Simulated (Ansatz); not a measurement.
# Si₂NH₆+ (SMILES N[SiH2][SiH2+]): one structure at several levels

The task here is to estimate one member of a computed series from the others.

The runs use Ansatz 0.2.0, Gaussian basis; single points in def2-TZVPP.

Cores are frozen in the correlated methods. B3LYP uses VWN-RPA correlation.

### Where the work starts

SMILES `N[SiH2][SiH2+]`, 9 atoms, charge 1, spin multiplicity 1.

Atoms are counted from 1 here; the program's logs count them from 0.

Bond lengths: N1–Si2 1.698 Å, N1–H4 1.010 Å, N1–H5 1.009 Å, Si2–Si3 2.395 Å, Si2–H6 1.439 Å, Si2–H7 1.472 Å, Si3–H8 1.470 Å, Si3–H9 1.447 Å. Angles: Si2–N1–H4 122.7°, Si2–N1–H5 122.3°, H4–N1–H5 108.5°, N1–Si2–Si3 103.2°, N1–Si2–H6 108.3°, N1–Si2–H7 118.0°, Si3–Si2–H6 107.2°, Si3–Si2–H7 104.3°, H6–Si2–H7 114.4°, Si2–Si3–H8 130.8°, Si2–Si3–H9 127.8°, H8–Si3–H9 101.1°.

As a file:

| atom | x (Å) | y (Å) | z (Å) |
| --- | --- | --- | --- |
| N1 | -1.0378 | 0.6761 | -0.9813 |
| Si2 | 0.5309 | 0.6213 | -0.3331 |
| Si3 | 0.4121 | -1.1812 | 1.2398 |
| H4 | -1.3958 | -0.0326 | -1.6063 |
| H5 | -1.5095 | 1.5454 | -1.1795 |
| H6 | 0.7531 | 1.8282 | 0.4178 |
| H7 | 1.6375 | 0.2500 | -1.2303 |
| H8 | 0.2550 | -2.6285 | 1.0326 |
| H9 | 0.3397 | -1.0967 | 2.6821 |

Set-up of the first run:

The input, run/in.yaml:

```yaml
crystal:
  periodic: [false, false, false]
  atoms:
    - {symbol: N, position_ang: [-1.037800, 0.676100, -0.981300]}
    - {symbol: Si, position_ang: [0.530900, 0.621300, -0.333100]}
    - {symbol: Si, position_ang: [0.412100, -1.181200, 1.239800]}
    - {symbol: H, position_ang: [-1.395800, -0.032600, -1.606300]}
    - {symbol: H, position_ang: [-1.509500, 1.545400, -1.179500]}
    - {symbol: H, position_ang: [0.753100, 1.828200, 0.417800]}
    - {symbol: H, position_ang: [1.637500, 0.250000, -1.230300]}
    - {symbol: H, position_ang: [0.255000, -2.628500, 1.032600]}
    - {symbol: H, position_ang: [0.339700, -1.096700, 2.682100]}
basis:
  gaussian: {orbitals: def2-TZVPP}
total_charge: 1
correlation: {method: ccsd_t}
output: {forces: true}
```

No record of the launch command was kept for these runs.

Steps of the session up to this table: CCSD(T)/def2-TZVPP; PBE0-D4/def2-TZVPP; wB97M-V/def2-TZVPP; r2SCAN-D4/def2-TZVPP; PBE-D4/def2-TZVPP; BHLYP-D4/def2-TZVPP; B3LYP-D4/def2-TZVPP.

One of the session's tables, all rows but one given; the rest of the session is left out.

```
   method  RMS force component (eV/Å)  angle to CCSD(T) forces (°)
  CCSD(T)                       0.312                    reference
  PBE0-D4                       0.329                         17.0
  wB97M-V                           ?                            ?
r2SCAN-D4                       0.307                         17.7
   PBE-D4                       0.366                         34.7
 BHLYP-D4                       0.342                         26.3
 B3LYP-D4                       0.303                          7.0
```

Estimate the missing values for wB97M-V.

**Answer.** RMS force component (eV/Å): 0.301; angle to CCSD(T) forces (°): 9.3. In the column «RMS force component (eV/Å)» it is the lowest.
